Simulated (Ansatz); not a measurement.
Input file:

```yaml
crystal:
  periodic: [false, false, false]
  atoms:
    - {symbol: Al, position_ang: [0.000000, -0.520686, 4.438060]}
    - {symbol: Al, position_ang: [0.000000, 0.520686, -4.438060]}
    - {symbol: H, position_ang: [0.000000, 0.776716, 5.412187]}
    - {symbol: H, position_ang: [0.000000, -0.776716, -5.412187]}
basis:
  gaussian: {orbitals: 6-31G}
correlation: {method: fic_mrcisd_q, electrons: outside_noble_gas, active_space: {window: {electrons: 2, orbitals: 2}}}
```

```sh
$ ansatz run in.yaml --threads 1 --pin off --events-out ev --progress --plain --max-ram 4096MiB --backend cpu
```

Problem. Roughly how long does this take on 1 thread of AMD EPYC 7R13, shared host, and how much host memory?

Solution. 0.57 s wall and 0.23 GiB.

```
340 factors; integrals over basis functions are off by at most 1.6e-4 eV
mean field evaluation 1: about -13193.0848 eV, gradient 7.1e0 eV
mean field evaluation 2: about -13193.0855 eV, gradient 7.1e0 eV
mean field evaluation 4: about -13193.4869 eV, gradient 3.9e-1 eV
mean field evaluation 8: about -13193.4878 eV, gradient 1.6e-4 eV
mean field -13193.48777071 eV, -484.8517327065 hartree, gradient 2.1e-6 eV, S^2 0.000000; 0 other end points of the search recorded, 0 dependent functions left out; unrestricted orbitals would lower it
reference -13193.48777071 eV, -484.8517327065 hartree; 14, 14 occupied and 16, 16 virtual orbitals, 340 factors
state -13193.88574123 eV, -484.8663578534 hartree
contracted CI cycle   1: correlation 0.00000000 eV, 0.0000000000 hartree, residual 7.08e0 eV
contracted CI cycle   2: correlation -1.83947900 eV, -0.0675996065 hartree, residual 1.70e0 eV
contracted CI cycle   3: correlation -1.93586119 eV, -0.0711415865 hartree, residual 7.73e-1 eV
contracted CI cycle   4: correlation -1.94973824 eV, -0.0716515589 hartree, residual 2.94e-1 eV
contracted CI cycle   5: correlation -1.95268507 eV, -0.0717598528 hartree, residual 1.30e-1 eV
contracted CI cycle   6: correlation -1.95324137 eV, -0.0717802964 hartree, residual 4.98e-2 eV
contracted CI cycle   7: correlation -1.95331835 eV, -0.0717831254 hartree, residual 1.92e-2 eV
contracted CI cycle   8: correlation -1.95332776 eV, -0.0717834710 hartree, residual 8.12e-3 eV
contracted CI cycle   9: correlation -1.95332961 eV, -0.0717835392 hartree, residual 2.96e-3 eV
contracted CI cycle  10: correlation -1.95332986 eV, -0.0717835484 hartree, residual 1.13e-3 eV
contracted CI cycle  11: correlation -1.95332990 eV, -0.0717835499 hartree, residual 3.38e-4 eV
state -13193.88574123 eV, -484.8663578534 hartree; corrected -13196.04777320 eV, -484.9458110626 hartree
Total energy: -13196.04777320 eV, -484.9458110626 hartree
```

For the same geometry and basis full CI lies 48.7 meV higher.
